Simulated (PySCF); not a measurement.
Gas-phase reaction: SiH3 + 2 SiHCl3 → 3 SiHCl2 + 2 H

Method: PySCF energies plus ideal-gas RRHO corrections (1 bar). † marks an energy on the PBE0/def2-TZVP geometry and frequencies; other levels use their own. MP2 and CCSD(T) freeze the core. 6-31G* has spherical d functions here. Open shells (unrestricted): SiH3 (multiplicity 2), SiHCl2 (multiplicity 2), H (multiplicity 2); the rest are closed-shell singlets. SiHCl2: computed as isolated molecules; such fragments, hydroxides, amides, oligomers or adducts are transient or little studied in the gas. MP2 isn't extrapolated to the basis-set limit. CCSD(T) isn't extrapolated to the basis-set limit.

```json
[
 {"level": "CCSD(T)/def2-SVP†", "ΔH°(298 K), kJ": "___"},
 {"level": "HF/6-31G*", "ΔH°(298 K), kJ": "597"},
 {"level": "MP2/def2-TZVPP†", "ΔH°(298 K), kJ": "___"},
 {"level": "PBE/def2-SVP", "ΔH°(298 K), kJ": "713"},
 {"level": "PBE0/def2-QZVP†", "ΔH°(298 K), kJ": "725"},
 {"level": "PBE0/def2-TZVP", "ΔH°(298 K), kJ": "___"},
 {"level": "ωB97M-V/def2-TZVP†", "ΔH°(298 K), kJ": "___"},
 {"level": "ωB97X-V/def2-TZVP†", "ΔH°(298 K), kJ": "775"}
]
```

Problem. What belongs in the gaps?

Solution. 
- CCSD(T)/def2-SVP†, ΔH°(298 K), kJ: 761
- MP2/def2-TZVPP†, ΔH°(298 K), kJ: 760
- PBE0/def2-TZVP, ΔH°(298 K), kJ: 726
- ωB97M-V/def2-TZVP†, ΔH°(298 K), kJ: 780
